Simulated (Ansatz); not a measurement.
We consider fluorite SrCl2, described by G0W0@PBE+SOC (Ansatz, a first-principles code, hard PAW, contour deformation, complete-basis limit, spin–orbit shift from PBE).

Settings: largest k mesh 8×8×8 (not extrapolated in the mesh).

The cell has the measured lattice: a = b = c = 6.9744 Å, α = β = γ = 90.00°.

Question: Estimate the band gap that the calculation returns.

Answer: 
- band gap = 7.71 eV

Measured, for comparison: band gap 7.5 eV (temperature not stated, not corrected to a static lattice; as tabulated in Aguado et al. (1999), arXiv:cond-mat/9901145).

Note: spin–orbit coupling enters as the shift of the gap found with a semilocal functional; cell and atoms aren't relaxed at this level.

The computed numbers hold no vibrational or temperature effects.
